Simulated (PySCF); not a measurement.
Species: prismane, C6H6.
Bonds: C1–C2, C2–C3, C3–C4, C4–C5, C5–C6, C1–C3, C4–C6, C1–C5, C2–C6. Hydrogens: H7 on C1; H8 on C2; H9 on C3; H10 on C4; H11 on C5; H12 on C6.

NICS = −σ at a ghost point: NICS(0) at the centroid of the ring atoms, NICS(1) 1 Å to either side along the normal of their mean plane, zz for the tensor component along that normal. Level: GIAO KT2/pcSseg-2 (PySCF, non-relativistic, gas phase) on the PBE0-D3(BJ)/def2-SVP geometry, one conformer.

Ring bond lengths (Å): C1–C2 1.512, C2–C3 1.512, C3–C1 1.512; C1–C2 1.512, C2–C6 1.548, C6–C5 1.512, C5–C1 1.548; C1–C3 1.512, C3–C4 1.548, C4–C5 1.512, C5–C1 1.548; C4–C5 1.512, C5–C6 1.512, C6–C4 1.512.

Q: What do the NICS probes read (ppm)?

A: 
| ring | type | NICS(0) | NICS(1), two faces | NICS(1)zz, two faces | rms pucker (Å) | centre to ring atoms, mean (Å) |
| --- | --- | --- | --- | --- | --- | --- |
| C1–C2–C3 | 3-membered carbocycle; formal bonds all single | -32.7 | -11.3 / -2.4 | -30.2 / -50.0 | 0.00 | 0.87 |
| C1–C2–C6–C5 | 4-membered carbocycle; formal bonds all single | 1.3 | 5.7 / -19.2 | 16.1 / -23.3 | 0.00 | 1.08 |
| C1–C3–C4–C5 | 4-membered carbocycle; formal bonds all single | 1.3 | -19.2 / 5.7 | -23.3 / 16.1 | 0.00 | 1.08 |
| C4–C5–C6 | 3-membered carbocycle; formal bonds all single | -32.7 | -2.4 / -11.3 | -50.0 / -30.2 | 0.00 | 0.87 |

Q: What do they say, and how far can they be read as aromaticity?

A: 
- C1–C2–C3: mean NICS(1)zz -40.1 ppm, shielded. C1, C2, C3 have four or more neighbours; no verdict on aromaticity is drawn. The two faces differ by 19.8 ppm, so no symmetry operation interchanges them. NICS(0) lies 26 ppm below the mean NICS(1).
- C1–C2–C6–C5: mean NICS(1)zz -3.6 ppm, shielded. C1, C2, C5, C6 have four or more neighbours, so the value isn't read as a sign of a π ring current. The two faces differ by 39.4 ppm, so no symmetry operation interchanges them. NICS(0) lies 8 ppm above the mean NICS(1).
- C1–C3–C4–C5: mean NICS(1)zz -3.6 ppm, shielded. C1, C3, C4, C5 have four or more neighbours, so the value isn't read as a sign of a π ring current. The two faces differ by 39.4 ppm, so no symmetry operation interchanges them. NICS(0) lies 8 ppm above the mean NICS(1).
- C4–C5–C6: mean NICS(1)zz -40.1 ppm, shielded. C4, C5, C6 have four or more neighbours, so the value isn't read as a sign of a π ring current. The two faces differ by 19.8 ppm, so no symmetry operation interchanges them. NICS(0) lies 26 ppm below the mean NICS(1).

Q: At the first NICS(1) probe listed for ring C1–C3–C4–C5, 1 Å off the ring, how large is the induced field along the normal in 1 T applied along it?

A: NICSzz × B0 = -23.3 ppm × 1 T = -23 μT, against the applied field.

Q: How shielded are the nuclei of the rings and their hydrogens (means over atoms taken as equivalent)?

A: 
```
  atoms                    environment  σ isotropic (ppm)  principal values of the symmetric part, first atom (ppm)
C1 (×6)  sp3 carbon at a ring junction              149.2                                       114.8, 118.6, 214.2
H7 (×6)               methine hydrogen              28.90                                          24.8, 25.6, 36.2
```

Q: How do the values depend on the level or the medium?

A: 
| level | NICS(0), C1–C2–C3 | mean NICS(1)zz, C1–C2–C3 | NICS(0), C1–C2–C6–C5 | mean NICS(1)zz, C1–C2–C6–C5 | NICS(0), C1–C3–C4–C5 | mean NICS(1)zz, C1–C3–C4–C5 |
| --- | --- | --- | --- | --- | --- | --- |
| KT2/pcSseg-2, gas | -32.7 | -40.1 | 1.3 | -3.6 | 1.3 | -3.6 |
| PBE0/pcSseg-1, gas | -34.3 | -40.4 | -0.4 | -4.9 | -0.4 | -4.9 |

The geometry is the same throughout.
